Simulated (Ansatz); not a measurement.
Consider the substitution at a C–N bond: `CCNCF` + CH₃SH → `CCSC` + `NCF`.

Program: Ansatz. Geometries: PBE0-D4/def2-TZVP. ΔE: electronic, gas phase. CCSD(T)/CBS adds triple-zeta CCSD(T) − MP2 to the extrapolated MP2 energy (def2 sets, frozen cores). This one scheme is used for every species. DFT in def2-TZVPP. Each species was taken in one conformer, which may not be the lowest.

| level | ΔE (kcal/mol) | difference from CCSD(T)/CBS |
| --- | --- | --- |
| PBE-D4 | -6.6 | -0.4 |
| BLYP-D4 | -6.1 | 0.1 |
| r2SCAN-D4 | -6.2 | 0.0 |
| B97M-V | -6.1 | 0.1 |
| r2SCAN0-D4 | -6.1 | 0.1 |
| ωB97X-V | -5.4 | 0.8 |
| r2SCAN | -6.2 | 0.0 |
| CAM-B3LYP | -4.8 | 1.4 |
| MP2/def2-TZVPP | -6.7 | -0.5 |
| HF/def2-QZVPP | -4.4 | 1.8 |
| CCSD(T)/CBS | -6.2 | 0 |

Largest T1 diagnostic among the species: 0.011.

Leaving LDA and LC-ωPBE aside and taking each functional with its dispersion term where it has one, the values, not all of them listed here, spread over 1.6 kcal/mol, from revPBE-D4 to CAM-B3LYP-D4. LDA lies +1.1 kcal/mol from PBE without D4. In def2-TZVPP, CCSD(T) changes the Hartree–Fock value by −0.9 kcal/mol (the triples alone add −0.4 kcal/mol) and MP2 by −2.3 kcal/mol.
